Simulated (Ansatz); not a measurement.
**SiH₃+ (triplet): wB97M-V, B2PLYP over a scan of the distance Si1–H3, cc-pVDZ**

Aim: run SiH₃+ (triplet) with these functionals over a scan of the distance Si1–H3, and hold them against the top wave-function level at the same points.

Method: cc-pVDZ, all electrons in the functionals, frozen cores in the correlation of double hybrids and RPA; program: Ansatz 0.2.0, Gaussian basis.

Plan: wB97M-V, B2PLYP, at 1.372 Å; 1.491 Å; 1.694 Å; 1.896 Å; 2.050 Å; 2.314 Å; 2.757 Å; 3.184 Å; 3.649 Å; 4.539 Å; 5.866 Å.

15 further runs of the same task are left out: 11 that didn't finish, 4 set aside as unsound or not needed.

## (1) The system

The geometry derives from a PBE0/def2-TZVP stationary point (not a proven minimum). One bond is set to the value named and the two fragments are kept rigid.

4 atoms, charge 1, spin multiplicity 3.

Atoms are counted from 1 here; the program's logs count them from 0.

Bond lengths: Si1–H2 1.492 Å, Si1–H3 1.694 Å, Si1–H4 1.694 Å. Angles: H2–Si1–H3 105.3°, H2–Si1–H4 105.3°, H3–Si1–H4 30.1°.

No dispersion term is added; wB97M-V holds VV10 nonlocal correlation.

The geometry shown and the zero of energy belong to the point 1.694 Å. The yardstick, FCI, and other wave-function levels (R restricted, U unrestricted, valence and pair active spaces) come from earlier runs.

## (2) wB97M-V, 1.372 Å

Contents of in.yaml:

```yaml
crystal:
  periodic: [false, false, false]
  atoms:
    - {symbol: Si, position_ang: [0.002706, 0.065203, -0.068937]}
    - {symbol: H, position_ang: [0.002706, -1.227944, -0.813669]}
    - {symbol: H, position_ang: [0.358517, -0.256666, 1.216436]}
    - {symbol: H, position_ang: [-0.436615, -0.332209, 1.518117]}
basis:
  gaussian: {orbitals: cc-pVDZ}
total_charge: 1
magnetization: {spin_polarized: true, initial_magnetization: 2}
hamiltonian: {xc: {name: wB97M-V}}
output: {orbitals: {seedname: orbitals}}
```

Command:

```
$ ansatz run in.yaml --threads 1 --pin off --events-out ev --progress --plain --max-ram 2393MiB
```

Log, shortened:

```text
Functional definition: wB97M-V
  name "wB97M-V"
  cite "Mardirossian & Head-Gordon, J. Chem. Phys. 144, 214110 (2016) doi:10.1063/1.4952647"
  cite "Becke, J. Chem. Phys. 107, 8554 (1997) doi:10.1063/1.475007"
  cite "Vydrov & Van Voorhis, J. Chem. Phys. 133, 244103 (2010) doi:10.1063/1.3521275"
  # Of w^i u^j: cxij and so on, Table III.
[...]
  gx(w, u) = 1 - cx + cx01*u + cx10*w
  gss(w, u) = css00 + css04*u^4 + css10*w + css20*w^2 + css43*w^4*u^3
  gos(w, u) = cos00 + cos10*w + (cos20 + cos21*u)*w^2 + (cos60 + cos61*u)*w^6
[...]
      + integral(e_c_pw_mod_opposite_spin*gos(b97_w_opposite, b97_u_opposite)) + vv10(b, c)
313 factors; integrals over basis functions are off by at most 1.2e-3 eV
123 factors; integrals over basis functions are off by at most 4.5e-6 eV
[...]
mean field -7911.80032134 eV, -290.7532989984 hartree, gradient 7.5e-5 eV, S^2 2.001261; 0 other end points of the search recorded, 0 dependent functions left out
reference -7911.80035114 eV, -290.7533000934 hartree; 9, 7 occupied and 24, 26 virtual orbitals, 313 factors
Total energy: -7911.80035114 eV, -290.7533000934 hartree
```

Wall time 1.9 s (1 thread of AMD EPYC 7B13, shared host).

From the report: ⟨S²⟩ of the determinant 2.001 (pure triplet: 2.00).

## (3) wB97M-V, 1.491 Å

Contents of in.yaml:

```yaml
crystal:
  periodic: [false, false, false]
  atoms:
    - {symbol: Si, position_ang: [0.001706, 0.066107, -0.072549]}
    - {symbol: H, position_ang: [0.001706, -1.227040, -0.817281]}
    - {symbol: H, position_ang: [0.388378, -0.283679, 1.324310]}
    - {symbol: H, position_ang: [-0.437615, -0.331305, 1.514505]}
basis:
  gaussian: {orbitals: cc-pVDZ}
total_charge: 1
magnetization: {spin_polarized: true, initial_magnetization: 2}
hamiltonian: {xc: {name: wB97M-V}}
output: {forces: true, orbitals: {seedname: orbitals}}
```

The command is unchanged.

Log, shortened:

```text
Functional definition: wB97M-V
  name "wB97M-V"
  cite "Mardirossian & Head-Gordon, J. Chem. Phys. 144, 214110 (2016) doi:10.1063/1.4952647"
  cite "Becke, J. Chem. Phys. 107, 8554 (1997) doi:10.1063/1.475007"
  cite "Vydrov & Van Voorhis, J. Chem. Phys. 133, 244103 (2010) doi:10.1063/1.3521275"
  # Of w^i u^j: cxij and so on, Table III.
[...]
  gx(w, u) = 1 - cx + cx01*u + cx10*w
  gss(w, u) = css00 + css04*u^4 + css10*w + css20*w^2 + css43*w^4*u^3
  gos(w, u) = cos00 + cos10*w + (cos20 + cos21*u)*w^2 + (cos60 + cos61*u)*w^6
[...]
      + integral(e_c_pw_mod_opposite_spin*gos(b97_w_opposite, b97_u_opposite)) + vv10(b, c)
313 factors; integrals over basis functions are off by at most 1.3e-3 eV
123 factors; integrals over basis functions are off by at most 4.7e-6 eV
[...]
mean field -7912.23057028 eV, -290.7691103554 hartree, gradient 6.2e-5 eV, S^2 2.001319; 0 other end points of the search recorded, 0 dependent functions left out
[...]
reference -7912.23060020 eV, -290.7691114548 hartree; 9, 7 occupied and 24, 26 virtual orbitals, 313 factors
Total energy: -7912.23060020 eV, -290.7691114548 hartree
Atom 0 at     0.001706     0.066107    -0.072549 Å, force    -0.666790     0.543669    -2.048326 eV/Å
Atom 1 at     0.001706    -1.227040    -0.817281 Å, force    -0.022069    -0.048895    -0.060650 eV/Å
Atom 2 at     0.388378    -0.283679     1.324310 Å, force     1.720139    -0.460853     2.069079 eV/Å
Atom 3 at    -0.437615    -0.331305     1.514505 Å, force    -1.031280    -0.033921     0.039897 eV/Å
Dipole moment:    -0.011239    -0.037547     0.235466 e Å
```

Run time: 2.1 s. Hardware: 1 thread of AMD EPYC 7B13, shared host.

From the report: ⟨S²⟩ of the determinant 2.001 (pure triplet: 2.00).

## (4) wB97M-V, 1.694 Å

Contents of in.yaml:

```yaml
crystal:
  periodic: [false, false, false]
  atoms:
    - {symbol: Si, position_ang: [0.000000, 0.067650, -0.078712]}
    - {symbol: H, position_ang: [0.000000, -1.225497, -0.823444]}
    - {symbol: H, position_ang: [0.439321, -0.329762, 1.508342]}
    - {symbol: H, position_ang: [-0.439321, -0.329762, 1.508342]}
basis:
  gaussian: {orbitals: cc-pVDZ}
total_charge: 1
magnetization: {spin_polarized: true, initial_magnetization: 2}
hamiltonian: {xc: {name: wB97M-V}}
output: {orbitals: {seedname: orbitals}}
```

Launched as before.

Log, shortened:

```text
Functional definition: wB97M-V
  name "wB97M-V"
  cite "Mardirossian & Head-Gordon, J. Chem. Phys. 144, 214110 (2016) doi:10.1063/1.4952647"
  cite "Becke, J. Chem. Phys. 107, 8554 (1997) doi:10.1063/1.475007"
  cite "Vydrov & Van Voorhis, J. Chem. Phys. 133, 244103 (2010) doi:10.1063/1.3521275"
  # Of w^i u^j: cxij and so on, Table III.
[...]
  gx(w, u) = 1 - cx + cx01*u + cx10*w
  gss(w, u) = css00 + css04*u^4 + css10*w + css20*w^2 + css43*w^4*u^3
  gos(w, u) = cos00 + cos10*w + (cos20 + cos21*u)*w^2 + (cos60 + cos61*u)*w^6
[...]
      + integral(e_c_pw_mod_opposite_spin*gos(b97_w_opposite, b97_u_opposite)) + vv10(b, c)
315 factors; integrals over basis functions are off by at most 1.2e-3 eV
123 factors; integrals over basis functions are off by at most 1.2e-5 eV
[...]
mean field -7912.47616691 eV, -290.7781358650 hartree, gradient 6.3e-5 eV, S^2 2.001473; 0 other end points of the search recorded, 0 dependent functions left out
reference -7912.47619706 eV, -290.7781369731 hartree; 9, 7 occupied and 24, 26 virtual orbitals, 315 factors
Total energy: -7912.47619706 eV, -290.7781369731 hartree
```

Run time: 1.8 s. Hardware: 1 thread of AMD EPYC 7B13, shared host.

From the report: ⟨S²⟩ of the determinant 2.001 (pure triplet: 2.00).

## (5) wB97M-V, 1.896 Å

Contents of in.yaml:

```yaml
crystal:
  periodic: [false, false, false]
  atoms:
    - {symbol: Si, position_ang: [-0.001697, 0.069185, -0.084843]}
    - {symbol: H, position_ang: [-0.001697, -1.223962, -0.829575]}
    - {symbol: H, position_ang: [0.490007, -0.375612, 1.691445]}
    - {symbol: H, position_ang: [-0.441018, -0.328227, 1.502211]}
basis:
  gaussian: {orbitals: cc-pVDZ}
total_charge: 1
magnetization: {spin_polarized: true, initial_magnetization: 2}
hamiltonian: {xc: {name: wB97M-V}}
output: {orbitals: {seedname: orbitals}}
```

The command is unchanged.

Log, shortened:

```text
Functional definition: wB97M-V
  name "wB97M-V"
  cite "Mardirossian & Head-Gordon, J. Chem. Phys. 144, 214110 (2016) doi:10.1063/1.4952647"
  cite "Becke, J. Chem. Phys. 107, 8554 (1997) doi:10.1063/1.475007"
  cite "Vydrov & Van Voorhis, J. Chem. Phys. 133, 244103 (2010) doi:10.1063/1.3521275"
  # Of w^i u^j: cxij and so on, Table III.
[...]
  gx(w, u) = 1 - cx + cx01*u + cx10*w
  gss(w, u) = css00 + css04*u^4 + css10*w + css20*w^2 + css43*w^4*u^3
  gos(w, u) = cos00 + cos10*w + (cos20 + cos21*u)*w^2 + (cos60 + cos61*u)*w^6
[...]
      + integral(e_c_pw_mod_opposite_spin*gos(b97_w_opposite, b97_u_opposite)) + vv10(b, c)
314 factors; integrals over basis functions are off by at most 1.3e-3 eV
123 factors; integrals over basis functions are off by at most 1.3e-5 eV
[...]
mean field -7912.35713032 eV, -290.7737613508 hartree, gradient 6.2e-5 eV, S^2 2.001672; 0 other end points of the search recorded, 0 dependent functions left out
reference -7912.35716066 eV, -290.7737624659 hartree; 9, 7 occupied and 24, 26 virtual orbitals, 314 factors
Total energy: -7912.35716066 eV, -290.7737624659 hartree
```

It took 1.9 s on 1 thread of AMD EPYC 7B13, shared host.

From the report: ⟨S²⟩ of the determinant 2.002 (pure triplet: 2.00).

From 1.694 Å: +0.119 eV.

## (6) wB97M-V, 2.050 Å

Contents of in.yaml:

```yaml
crystal:
  periodic: [false, false, false]
  atoms:
    - {symbol: Si, position_ang: [-0.002991, 0.070356, -0.089517]}
    - {symbol: H, position_ang: [-0.002991, -1.222791, -0.834249]}
    - {symbol: H, position_ang: [0.528651, -0.410570, 1.831047]}
    - {symbol: H, position_ang: [-0.442312, -0.327056, 1.497537]}
basis:
  gaussian: {orbitals: cc-pVDZ}
total_charge: 1
magnetization: {spin_polarized: true, initial_magnetization: 2}
hamiltonian: {xc: {name: wB97M-V}}
output: {orbitals: {seedname: orbitals}}
```

The command is unchanged.

Log, shortened:

```text
Functional definition: wB97M-V
  name "wB97M-V"
  cite "Mardirossian & Head-Gordon, J. Chem. Phys. 144, 214110 (2016) doi:10.1063/1.4952647"
  cite "Becke, J. Chem. Phys. 107, 8554 (1997) doi:10.1063/1.475007"
  cite "Vydrov & Van Voorhis, J. Chem. Phys. 133, 244103 (2010) doi:10.1063/1.3521275"
  # Of w^i u^j: cxij and so on, Table III.
[...]
  gx(w, u) = 1 - cx + cx01*u + cx10*w
  gss(w, u) = css00 + css04*u^4 + css10*w + css20*w^2 + css43*w^4*u^3
  gos(w, u) = cos00 + cos10*w + (cos20 + cos21*u)*w^2 + (cos60 + cos61*u)*w^6
[...]
      + integral(e_c_pw_mod_opposite_spin*gos(b97_w_opposite, b97_u_opposite)) + vv10(b, c)
315 factors; integrals over basis functions are off by at most 1.3e-3 eV
123 factors; integrals over basis functions are off by at most 1.5e-5 eV
[...]
mean field -7912.10180557 eV, -290.7643783395 hartree, gradient 2.9e-5 eV, S^2 2.002073; 0 other end points of the search recorded, 0 dependent functions left out
reference -7912.10183607 eV, -290.7643794602 hartree; 9, 7 occupied and 24, 26 virtual orbitals, 315 factors
Total energy: -7912.10183607 eV, -290.7643794602 hartree
```

Run time: 1.9 s. Hardware: 1 thread of AMD EPYC 7B13, shared host.

From the report: ⟨S²⟩ of the determinant 2.002 (pure triplet: 2.00).

From 1.694 Å: +0.374 eV.

## (7) wB97M-V, 2.314 Å

Contents of in.yaml:

```yaml
crystal:
  periodic: [false, false, false]
  atoms:
    - {symbol: Si, position_ang: [-0.005209, 0.072363, -0.097531]}
    - {symbol: H, position_ang: [-0.005209, -1.220784, -0.842263]}
    - {symbol: H, position_ang: [0.594897, -0.470497, 2.070365]}
    - {symbol: H, position_ang: [-0.444530, -0.325049, 1.489523]}
basis:
  gaussian: {orbitals: cc-pVDZ}
total_charge: 1
magnetization: {spin_polarized: true, initial_magnetization: 2}
hamiltonian: {xc: {name: wB97M-V}}
output: {forces: true, orbitals: {seedname: orbitals}}
```

Same command.

Log, shortened:

```text
Functional definition: wB97M-V
  name "wB97M-V"
  cite "Mardirossian & Head-Gordon, J. Chem. Phys. 144, 214110 (2016) doi:10.1063/1.4952647"
  cite "Becke, J. Chem. Phys. 107, 8554 (1997) doi:10.1063/1.475007"
  cite "Vydrov & Van Voorhis, J. Chem. Phys. 133, 244103 (2010) doi:10.1063/1.3521275"
  # Of w^i u^j: cxij and so on, Table III.
[...]
  gx(w, u) = 1 - cx + cx01*u + cx10*w
  gss(w, u) = css00 + css04*u^4 + css10*w + css20*w^2 + css43*w^4*u^3
  gos(w, u) = cos00 + cos10*w + (cos20 + cos21*u)*w^2 + (cos60 + cos61*u)*w^6
[...]
      + integral(e_c_pw_mod_opposite_spin*gos(b97_w_opposite, b97_u_opposite)) + vv10(b, c)
318 factors; integrals over basis functions are off by at most 1.2e-3 eV
123 factors; integrals over basis functions are off by at most 1.5e-5 eV
[...]
mean field -7911.50814470 eV, -290.7425617048 hartree, gradient 8.6e-5 eV, S^2 2.007038; 0 other end points of the search recorded, 0 dependent functions left out
[...]
reference -7911.50817559 eV, -290.7425628401 hartree; 9, 7 occupied and 24, 26 virtual orbitals, 318 factors
Total energy: -7911.50817559 eV, -290.7425628401 hartree
Atom 0 at    -0.005209     0.072363    -0.097531 Å, force     0.219437    -0.355298     1.760934 eV/Å
Atom 1 at    -0.005209    -1.220784    -0.842263 Å, force     0.060602    -0.170829    -0.279545 eV/Å
Atom 2 at     0.594897    -0.470497     2.070365 Å, force    -1.423439     0.453219    -1.892556 eV/Å
Atom 3 at    -0.444530    -0.325049     1.489523 Å, force     1.143400     0.072907     0.411167 eV/Å
Dipole moment:     0.038731    -0.030563     0.205914 e Å
```

Run time: 2.3 s. Hardware: 1 thread of AMD EPYC 7B13, shared host.

From the report: ⟨S²⟩ of the determinant 2.007 (pure triplet: 2.00).

From 1.694 Å: +0.968 eV.

## (8) wB97M-V, 2.757 Å

Contents of in.yaml:

```yaml
crystal:
  periodic: [false, false, false]
  atoms:
    - {symbol: Si, position_ang: [-0.008932, 0.075730, -0.110978]}
    - {symbol: H, position_ang: [-0.008932, -1.217417, -0.855710]}
    - {symbol: H, position_ang: [0.706062, -0.571057, 2.471947]}
    - {symbol: H, position_ang: [-0.448253, -0.321682, 1.476076]}
basis:
  gaussian: {orbitals: cc-pVDZ}
total_charge: 1
magnetization: {spin_polarized: true, initial_magnetization: 2}
hamiltonian: {xc: {name: wB97M-V}}
output: {orbitals: {seedname: orbitals}}
```

Launched as before.

Log, shortened:

```text
Functional definition: wB97M-V
  name "wB97M-V"
  cite "Mardirossian & Head-Gordon, J. Chem. Phys. 144, 214110 (2016) doi:10.1063/1.4952647"
  cite "Becke, J. Chem. Phys. 107, 8554 (1997) doi:10.1063/1.475007"
  cite "Vydrov & Van Voorhis, J. Chem. Phys. 133, 244103 (2010) doi:10.1063/1.3521275"
  # Of w^i u^j: cxij and so on, Table III.
[...]
  gx(w, u) = 1 - cx + cx01*u + cx10*w
  gss(w, u) = css00 + css04*u^4 + css10*w + css20*w^2 + css43*w^4*u^3
  gos(w, u) = cos00 + cos10*w + (cos20 + cos21*u)*w^2 + (cos60 + cos61*u)*w^6
[...]
      + integral(e_c_pw_mod_opposite_spin*gos(b97_w_opposite, b97_u_opposite)) + vv10(b, c)
316 factors; integrals over basis functions are off by at most 1.2e-3 eV
123 factors; integrals over basis functions are off by at most 1.8e-5 eV
[...]
mean field -7910.97743331 eV, -290.7230584212 hartree, gradient 1.5e-5 eV, S^2 2.011856; 2 other end points of the search recorded, 0 dependent functions left out
reference -7910.97746558 eV, -290.7230596069 hartree; 9, 7 occupied and 24, 26 virtual orbitals, 316 factors
Total energy: -7910.97746558 eV, -290.7230596069 hartree
```

Wall time 2.4 s (1 thread of AMD EPYC 7B13, shared host).

From the report: ⟨S²⟩ of the determinant 2.012 (pure triplet: 2.00).

From 1.694 Å: +1.499 eV.

## (9) wB97M-V, 3.184 Å

Contents of in.yaml:

```yaml
crystal:
  periodic: [false, false, false]
  atoms:
    - {symbol: Si, position_ang: [-0.012520, 0.078975, -0.123939]}
    - {symbol: H, position_ang: [-0.012520, -1.214172, -0.868671]}
    - {symbol: H, position_ang: [0.813211, -0.667985, 2.859025]}
    - {symbol: H, position_ang: [-0.451841, -0.318437, 1.463115]}
basis:
  gaussian: {orbitals: cc-pVDZ}
total_charge: 1
magnetization: {spin_polarized: true, initial_magnetization: 2}
hamiltonian: {xc: {name: wB97M-V}}
output: {forces: true, orbitals: {seedname: orbitals}}
```

Launched as before.

Log, shortened:

```text
Functional definition: wB97M-V
  name "wB97M-V"
  cite "Mardirossian & Head-Gordon, J. Chem. Phys. 144, 214110 (2016) doi:10.1063/1.4952647"
  cite "Becke, J. Chem. Phys. 107, 8554 (1997) doi:10.1063/1.475007"
  cite "Vydrov & Van Voorhis, J. Chem. Phys. 133, 244103 (2010) doi:10.1063/1.3521275"
  # Of w^i u^j: cxij and so on, Table III.
[...]
  gx(w, u) = 1 - cx + cx01*u + cx10*w
  gss(w, u) = css00 + css04*u^4 + css10*w + css20*w^2 + css43*w^4*u^3
  gos(w, u) = cos00 + cos10*w + (cos20 + cos21*u)*w^2 + (cos60 + cos61*u)*w^6
[...]
      + integral(e_c_pw_mod_opposite_spin*gos(b97_w_opposite, b97_u_opposite)) + vv10(b, c)
316 factors; integrals over basis functions are off by at most 1.2e-3 eV
123 factors; integrals over basis functions are off by at most 2.5e-5 eV
[...]
mean field -7911.01715785 eV, -290.7245182711 hartree, gradient 3.7e-5 eV, S^2 2.003147; 0 other end points of the search recorded, 0 dependent functions left out
[...]
reference -7911.01719133 eV, -290.7245195015 hartree; 9, 7 occupied and 24, 26 virtual orbitals, 316 factors
Total energy: -7911.01719133 eV, -290.7245195015 hartree
Atom 0 at    -0.012520     0.078975    -0.123939 Å, force    -0.693219    -0.971105     2.410718 eV/Å
Atom 1 at    -0.012520    -1.214172    -0.868671 Å, force     0.125327     0.048461    -0.542614 eV/Å
Atom 2 at     0.813211    -0.667985     2.859025 Å, force     0.125283    -0.020711     0.128169 eV/Å
Atom 3 at    -0.451841    -0.318437     1.463115 Å, force     0.442609     0.943355    -1.996274 eV/Å
Dipole moment:    -0.009225     0.060601    -0.093318 e Å
```

Wall time 3.1 s (1 thread of AMD EPYC 7B13, shared host).

From the report: ⟨S²⟩ of the determinant 2.003 (pure triplet: 2.00).

From 1.694 Å: +1.459 eV.

## (10) wB97M-V, 3.649 Å

Contents of in.yaml:

```yaml
crystal:
  periodic: [false, false, false]
  atoms:
    - {symbol: Si, position_ang: [-0.016427, 0.082510, -0.138054]}
    - {symbol: H, position_ang: [-0.016427, -1.210637, -0.882786]}
    - {symbol: H, position_ang: [0.929896, -0.773538, 3.280551]}
    - {symbol: H, position_ang: [-0.455748, -0.314902, 1.449000]}
basis:
  gaussian: {orbitals: cc-pVDZ}
total_charge: 1
magnetization: {spin_polarized: true, initial_magnetization: 2}
hamiltonian: {xc: {name: wB97M-V}}
output: {forces: true, orbitals: {seedname: orbitals}}
```

Launched as before.

Log, shortened:

```text
Functional definition: wB97M-V
  name "wB97M-V"
  cite "Mardirossian & Head-Gordon, J. Chem. Phys. 144, 214110 (2016) doi:10.1063/1.4952647"
  cite "Becke, J. Chem. Phys. 107, 8554 (1997) doi:10.1063/1.475007"
  cite "Vydrov & Van Voorhis, J. Chem. Phys. 133, 244103 (2010) doi:10.1063/1.3521275"
  # Of w^i u^j: cxij and so on, Table III.
[...]
  gx(w, u) = 1 - cx + cx01*u + cx10*w
  gss(w, u) = css00 + css04*u^4 + css10*w + css20*w^2 + css43*w^4*u^3
  gos(w, u) = cos00 + cos10*w + (cos20 + cos21*u)*w^2 + (cos60 + cos61*u)*w^6
[...]
      + integral(e_c_pw_mod_opposite_spin*gos(b97_w_opposite, b97_u_opposite)) + vv10(b, c)
317 factors; integrals over basis functions are off by at most 1.2e-3 eV
123 factors; integrals over basis functions are off by at most 4.6e-5 eV
[...]
mean field -7911.07366045 eV, -290.7265947033 hartree, gradient 3.0e-5 eV, S^2 2.002687; 0 other end points of the search recorded, 0 dependent functions left out
[...]
reference -7911.07369521 eV, -290.7265959807 hartree; 9, 7 occupied and 24, 26 virtual orbitals, 317 factors
Total energy: -7911.07369521 eV, -290.7265959807 hartree
Atom 0 at    -0.016427     0.082510    -0.138054 Å, force    -0.709830    -0.969139     2.392162 eV/Å
Atom 1 at    -0.016427    -1.210637    -0.882786 Å, force     0.131828     0.049364    -0.534076 eV/Å
Atom 2 at     0.929896    -0.773538     3.280551 Å, force     0.051033    -0.014078     0.069521 eV/Å
Atom 3 at    -0.455748    -0.314902     1.449000 Å, force     0.526968     0.933852    -1.927607 eV/Å
Dipole moment:    -0.026555     0.076617    -0.160982 e Å
```

It took 2.8 s on 1 thread of AMD EPYC 7B13, shared host.

From the report: ⟨S²⟩ of the determinant 2.003 (pure triplet: 2.00).

From 1.694 Å: +1.403 eV.

## (11) wB97M-V, 4.539 Å

Contents of in.yaml:

```yaml
crystal:
  periodic: [false, false, false]
  atoms:
    - {symbol: Si, position_ang: [-0.023905, 0.089275, -0.165069]}
    - {symbol: H, position_ang: [-0.023905, -1.203872, -0.909801]}
    - {symbol: H, position_ang: [1.153228, -0.975565, 4.087341]}
    - {symbol: H, position_ang: [-0.463226, -0.308137, 1.421985]}
basis:
  gaussian: {orbitals: cc-pVDZ}
total_charge: 1
magnetization: {spin_polarized: true, initial_magnetization: 2}
hamiltonian: {xc: {name: wB97M-V}}
output: {forces: true, orbitals: {seedname: orbitals}}
```

Same command.

Log, shortened:

```text
Functional definition: wB97M-V
  name "wB97M-V"
  cite "Mardirossian & Head-Gordon, J. Chem. Phys. 144, 214110 (2016) doi:10.1063/1.4952647"
  cite "Becke, J. Chem. Phys. 107, 8554 (1997) doi:10.1063/1.475007"
  cite "Vydrov & Van Voorhis, J. Chem. Phys. 133, 244103 (2010) doi:10.1063/1.3521275"
  # Of w^i u^j: cxij and so on, Table III.
[...]
  gx(w, u) = 1 - cx + cx01*u + cx10*w
  gss(w, u) = css00 + css04*u^4 + css10*w + css20*w^2 + css43*w^4*u^3
  gos(w, u) = cos00 + cos10*w + (cos20 + cos21*u)*w^2 + (cos60 + cos61*u)*w^6
[...]
      + integral(e_c_pw_mod_opposite_spin*gos(b97_w_opposite, b97_u_opposite)) + vv10(b, c)
315 factors; integrals over basis functions are off by at most 1.2e-3 eV
123 factors; integrals over basis functions are off by at most 1.0e-4 eV
[...]
mean field -7911.09989389 eV, -290.7275587644 hartree, gradient 4.1e-5 eV, S^2 2.002993; 0 other end points of the search recorded, 0 dependent functions left out
[...]
reference -7911.09993123 eV, -290.7275601364 hartree; 9, 7 occupied and 24, 26 virtual orbitals, 315 factors
Total energy: -7911.09993123 eV, -290.7275601364 hartree
Atom 0 at    -0.023905     0.089275    -0.165069 Å, force    -0.707823    -0.962399     2.377065 eV/Å
Atom 1 at    -0.023905    -1.203872    -0.909801 Å, force     0.133935     0.047283    -0.528306 eV/Å
Atom 2 at     1.153228    -0.975565     4.087341 Å, force     0.000135     0.000412    -0.000481 eV/Å
Atom 3 at    -0.463226    -0.308137     1.421985 Å, force     0.573753     0.914705    -1.848277 eV/Å
Dipole moment:    -0.053289     0.098328    -0.250882 e Å
```

Wall time 2.2 s (1 thread of AMD EPYC 7B13, shared host).

From the report: ⟨S²⟩ of the determinant 2.003 (pure triplet: 2.00).

From 1.694 Å: +1.376 eV.

[end of part 1 of 2]
